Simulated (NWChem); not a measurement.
System: Na2; SMILES [Na][Na]

Input file for NWChem:

```
start job
memory heap 200 mb stack 900 mb global 1100 mb
geometry units angstroms noautosym nocenter noautoz
  Na     0.000000     0.000000    -1.562476
  Na     0.000000     0.000000     1.562476
end
basis spherical
  Na library def2-svp
end
dft
  xc xpbe96 cpbe96
  iterations 150
end
property
  efieldgrad
end
task dft property
```

NWChem printed, in part:

```
             Northwest Computational Chemistry Package (NWChem) 7.3.0
             --------------------------------------------------------

                             Geometry "geometry" -> ""
                             -------------------------

 Output coordinates in angstroms (scale by  1.889725989 to convert to a.u.)

  No.       Tag          Charge          X              Y              Z
 ---- ---------------- ---------- -------------- -------------- --------------
    1 Na                  11.0000     0.00000000     0.00000000    -1.56247600
    2 Na                  11.0000     0.00000000     0.00000000     1.56247600

 Effective nuclear repulsion energy (a.u.)      20.4900578086

  pbe96 is a nonlocal functional; adding pw91lda local functional.
                              NWChem Property Module
                              ----------------------

  itol2e modified to match energy
  convergence criterion.

                                 NWChem DFT Module
                                 -----------------

 Summary of "ao basis" -> "ao basis" (spherical)
 ------------------------------------------------------------------------------
       Tag                 Description            Shells   Functions and Types
 ---------------- ------------------------------  ------  ---------------------
 Na                         def2-svp                 7       15   4s2p1d

  itol2e modified to match energy
  convergence criterion.

            General Information
            -------------------
          SCF calculation type: DFT
          Wavefunction type:  closed shell.
          No. of atoms     :     2
          No. of electrons :    22
           Alpha electrons :    11
            Beta electrons :    11
          Charge           :     0
          Spin multiplicity:     1
          Use of symmetry is: off; symmetry adaption is: off
          Maximum number of iterations: 150
          AO basis - number of functions:    30
                     number of shells:    14
          Convergence on energy requested:  1.00D-07
          Convergence on density requested:  1.00D-05
          Convergence on gradient requested:  5.00D-04

              XC Information
              --------------
          PerdewBurkeErnzerhof Exchange Functional  1.000
            Perdew 1991 LDA Correlation Functional  1.000 local
           PerdewBurkeErnz. Correlation Functional  1.000 non-local

             Grid Information
             ----------------
          Grid used for XC integration:  fine
          Radial quadrature: Mura-Knowles
          Angular quadrature: Lebedev.
          Tag              B.-S. Rad. Rad. Pts. Rad. Cut. Ang. Pts.
          ---              ---------- --------- --------- ---------
          Na                  1.80      123          15.0       770
          Grid pruning is: on
          Number of quadrature shells:   246
          Spatial weights used:  Erf1

      Superposition of Atomic Density Guess
      -------------------------------------

 Sum of atomic energies:        -323.58521921

      Non-variational initial energy
      ------------------------------

 Total energy =    -323.540367
 1-e energy   =    -496.337600
 2-e energy   =     152.307175
 HOMO         =      -0.141675
 LUMO         =      -0.019870

   convergence    iter        energy       DeltaE   RMS-Dens  Diis-err
 ---------------- ----- ----------------- --------- --------- ---------
 d= 0,ls=0.0,diis     1   -324.2236523033 -3.45D+02  1.89D-02  2.42D-02
 d= 0,ls=0.0,diis     2   -324.2282167214 -4.56D-03  2.68D-03  2.23D-04
 d= 0,ls=0.0,diis     3   -324.2283557144 -1.39D-04  9.80D-04  3.45D-05
 d= 0,ls=0.0,diis     4   -324.2283872315 -3.15D-05  6.12D-05  1.48D-07
 d= 0,ls=0.0,diis     5   -324.2283873230 -9.15D-08  3.53D-06  2.82D-10

         Total DFT energy =     -324.228387322974
      One electron energy =     -496.697681288445
           Coulomb energy =      180.587621509814
    Exchange-Corr. energy =      -28.608385352898
 Nuclear repulsion energy =       20.490057808556

 Numeric. integr. density =       22.000000005708

                       DFT Final Molecular Orbital Analysis
                       ------------------------------------

 Vector    9  Occ=2.000000D+00  E=-1.028465D+00
              MO Center= -3.7D-11,  4.0D-11,  7.1D-04, r^2= 2.7D+00
   Bfn.  Coefficient  Atom+Function         Bfn.  Coefficient  Atom+Function
  ----- ------------  ---------------      ----- ------------  ---------------
     6     -0.516915  1 Na py                21      0.517149  2 Na py
     5      0.479269  1 Na px                20     -0.479486  2 Na px

 Vector   10  Occ=2.000000D+00  E=-1.027939D+00
              MO Center= -2.5D-11,  2.5D-11,  6.9D-05, r^2= 2.7D+00
   Bfn.  Coefficient  Atom+Function         Bfn.  Coefficient  Atom+Function
  ----- ------------  ---------------      ----- ------------  ---------------
     7      0.705390  1 Na pz                22      0.705421  2 Na pz

 Vector   11  Occ=2.000000D+00  E=-1.132927D-01
              MO Center=  5.7D-09, -6.3D-09, -7.7D-07, r^2= 6.4D+00
   Bfn.  Coefficient  Atom+Function         Bfn.  Coefficient  Atom+Function
  ----- ------------  ---------------      ----- ------------  ---------------
     3      0.370805  1 Na s                 18      0.370805  2 Na s
     4      0.220311  1 Na s                 19      0.220311  2 Na s
     2      0.216690  1 Na s                 17      0.216690  2 Na s
    10      0.049363  1 Na pz                25     -0.049363  2 Na pz
     1     -0.034805  1 Na s                 16     -0.034805  2 Na s

 Vector   12  Occ=0.000000D+00  E=-6.414670D-02
              MO Center=  2.6D-09, -3.0D-09,  1.2D-07, r^2= 1.2D+01
   Bfn.  Coefficient  Atom+Function         Bfn.  Coefficient  Atom+Function
  ----- ------------  ---------------      ----- ------------  ---------------
     4      0.586178  1 Na s                 19     -0.586178  2 Na s
     3      0.297120  1 Na s                 18     -0.297120  2 Na s
    10     -0.191219  1 Na pz                25     -0.191218  2 Na pz
     2      0.183613  1 Na s                 17     -0.183613  2 Na s
     7      0.044500  1 Na pz                22      0.044500  2 Na pz

 Vector   13  Occ=0.000000D+00  E=-2.632046D-02
              MO Center= -6.2D-09,  6.7D-09, -6.1D-07, r^2= 8.4D+00
   Bfn.  Coefficient  Atom+Function         Bfn.  Coefficient  Atom+Function
  ----- ------------  ---------------      ----- ------------  ---------------
     9     -0.439533  1 Na py                24     -0.439533  2 Na py
     8      0.404854  1 Na px                23      0.404854  2 Na px
     6      0.075996  1 Na py                21      0.075996  2 Na py
     5     -0.070000  1 Na px                20     -0.070000  2 Na px

 Vector   14  Occ=0.000000D+00  E=-2.632046D-02
              MO Center=  8.3D-10, -9.5D-10, -6.0D-07, r^2= 8.4D+00
   Bfn.  Coefficient  Atom+Function         Bfn.  Coefficient  Atom+Function
  ----- ------------  ---------------      ----- ------------  ---------------
     8      0.439533  1 Na px                23      0.439533  2 Na px
     9      0.404854  1 Na py                24      0.404854  2 Na py
     5     -0.075996  1 Na px                20     -0.075996  2 Na px
     6     -0.070000  1 Na py                21     -0.070000  2 Na py

     Multipole analysis of the density
     ---------------------------------

     L   x y z        total         alpha         beta         nuclear
     -   - - -        -----         -----         ----         -------
     0   0 0 0     -0.000000    -11.000000    -11.000000     22.000000

[...]

          -----------------------
          Electric field gradient
          -----------------------

 1 a.u. = 0.324123 10**(16) esu/cm**3  ( or statvolts/cm**2 ) = 0.97174 10**(22) v/m**2

 ------------------------------------------------------------
   Atom      X         Y         Z
 ------------------------------------------------------------
    1 Na   0.00000   0.00000  -2.95265
 ------------------------------------------------------------

 Electric field gradient in molecular frame (a.u.)
         XX             YY             ZZ             XY             XZ             YZ
 ------------------------------------------------------------------------------------------
        0.012568       0.012568      -0.025136       0.000000       0.000000      -0.000000

 Principal components (a.u.) and orientation
 of principal axis w.r.t. absolute frame                      Asymmetry parameter eta
 --------------------------------------------------------------------------------------
       -0.025136       0.012568       0.012568                       0.000000

       -0.000000       0.704771       0.709435
        0.000000       0.709435      -0.704771
        1.000000      -0.000000       0.000000

 ------------------------------------------------------------
   Atom      X         Y         Z
 ------------------------------------------------------------
    2 Na   0.00000   0.00000   2.95265
 ------------------------------------------------------------

 Electric field gradient in molecular frame (a.u.)
         XX             YY             ZZ             XY             XZ             YZ
 ------------------------------------------------------------------------------------------
        0.012568       0.012568      -0.025136       0.000000      -0.000000       0.000000

 Principal components (a.u.) and orientation
 of principal axis w.r.t. absolute frame                      Asymmetry parameter eta
 --------------------------------------------------------------------------------------
       -0.025136       0.012568       0.012568                       0.000000

        0.000000       0.693212       0.720733
       -0.000000       0.720733      -0.693212
        1.000000      -0.000000      -0.000000
```

Level: PBE/def2-SVP. Structure relaxed at the PBE0/def2-SVP level. NWChem prints the field gradient with the sign opposite to the second derivative of the potential.
